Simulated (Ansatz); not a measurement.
**SiO₂+ (doublet): the correlation ladder, cc-pVDZ**

The task here is to estimate one member of a computed series from the others.

The runs use Ansatz 0.2.0, Gaussian basis; cc-pVDZ, core rule «outside noble gas», up to 7 orbitals frozen.

The runs, in order: UHF; CCSD(T) on ROHF; CCSD(T) on UHF; BCCD(T) on ROHF; CISD as a restricted active space (open shells left free, so some higher excitations enter); CCSDT(Q) on ROHF; CCSDT(Q) on UHF; CASSCF and MRCISD+Q, 11 electrons in 10 orbitals; CASSCF and NEVPT4(SD), 11 electrons in 10 orbitals; CASSCF and NEVPT2, 11 electrons in 10 orbitals.

22 further runs of the same task are left out: 12 that didn't finish, 10 set aside as unsound or not needed. Runs told in other sessions of the task aren't counted.

## The system

The geometry is a PBE0/def2-TZVP stationary point (not a proven minimum) of the parent state, kept for this charge and spin.

3 atoms, charge 1, spin multiplicity 2.

Atoms are counted from 1 here; the program's logs count them from 0.

Bond lengths: Si1–O2 1.578 Å, Si1–O3 1.578 Å. Angles: O2–Si1–O3 111.8°.

The first run:

in.yaml

```yaml
crystal:
  periodic: [false, false, false]
  atoms:
    - {symbol: Si, position_ang: [0.000000, -0.471221, 0.000000]}
    - {symbol: O, position_ang: [0.000000, 0.413593, -1.306543]}
    - {symbol: O, position_ang: [0.000000, 0.413593, 1.306543]}
basis:
  gaussian: {orbitals: cc-pVDZ}
total_charge: 1
magnetization: {spin_polarized: true, initial_magnetization: 1}
hamiltonian: {xc: hf}
output: {orbitals: {seedname: orbitals}}
```

The run is started by

```console
$ ansatz run in.yaml --threads 1 --pin off --events-out ev --progress --plain --max-ram 2393MiB
```

Steps of the session up to this table: UHF; CCSD(T) on ROHF; CCSD(T) on UHF; BCCD(T) on ROHF; CISD as a restricted active space (open shells left free, so some higher excitations enter); CCSDT(Q) on ROHF; CCSDT(Q) on UHF; CASSCF and MRCISD+Q, 11 electrons in 10 orbitals; CASSCF and NEVPT4(SD), 11 electrons in 10 orbitals; CASSCF and NEVPT2, 11 electrons in 10 orbitals.

One table of the session follows, with a row left open; its other results are not shown here.

```
            method  from RCCSDT(Q) (meV)
               UHF              +11127.4
              RMP2                +717.0
              UMP2               +1968.8
              CISD               +2500.2
             RCCSD                +890.3
             UCCSD                +748.4
          RCCSD(T)                +187.0
          UCCSD(T)                +305.9
           BCCD(T)                +242.7
            RCCSDT                +161.5
            UCCSDT                +117.9
         RCCSDT(Q)                     0
         UCCSDT(Q)                 -33.1
    CASSCF valence               +8266.1
    NEVPT2 valence               +1175.0
NEVPT4(SD) valence                +185.9
    MRCISD valence                     ?
  MRCISD+Q valence                +148.5
```

Q: Estimate the row for MRCISD valence from the others.

**Answer.** from RCCSDT(Q) (meV): +728.7. In the column «from RCCSDT(Q) (meV)» it lies between RMP2 (+717.0) and UCCSD (+748.4).

Left out of the table: ROHF (another determinant or state than the rows shown).

To keep in mind: The report flags that the cluster equations may have other roots. The determinant of CCSD(T) (⟨S²⟩ 1.62) is far from a pure spin state, so its energy mixes those of several spin states; high orders of coupled cluster remove much of that, low ones don't. The determinant of CCSDT(Q) (⟨S²⟩ 1.62) is far from a pure spin state, so its energy mixes those of several spin states; high orders of coupled cluster remove much of that, low ones don't. The program flags RCCSD(T), BCCD(T), RCCSDT(Q) as in doubt, so the zero of the table is itself unsure. Warnings: spin contamination; coupled cluster took another determinant than the lowest; large T1 diagnostic. Restricted and unrestricted rows rest on different reference determinants; a gap between their highest levels can come from leftover correlation error, from unlike frozen cores or from another state.
